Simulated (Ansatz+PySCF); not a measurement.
A calculation with Ansatz (development build ahead of 0.2.0).

```yaml
crystal:
  periodic: [false, false, false]
  atoms:
    - { symbol: F, position_ang: [0.0, 0.0, -0.67156] }
    - { symbol: F, position_ang: [0.0, 0.0, 0.67156] }
basis:
  gaussian: { orbitals: cc-pVTZ }
total_charge: 1
magnetization:
  spin_polarized: true
  initial_magnetization: 1
hamiltonian:
  xc: hf
correlation:
  method: mp2
  frozen_orbitals: { F: 1 }
output:
  forces: true
```

The input is written out in the form of the current development build from the run's settings.

The run gave:

* Converged: yes
* Reference energy: -198.20817 hartree
* Correlation energy: -0.43877 hartree
* Total energy: -198.64694 hartree
* Spin squared of the determinant: 0.895
* Stability test: minimum

Forces (eV/Å):
```csv
atom,Fx,Fy,Fz
F1,0.000,0.000,8.435
F2,0.000,0.000,-8.435
```

Caution: the unrestricted determinant is spin contaminated; forces differ strongly between restricted and unrestricted references; MP2 on this radical cation hangs on the determinant chosen; the determinant breaks the point group; another reference gives a lower total.
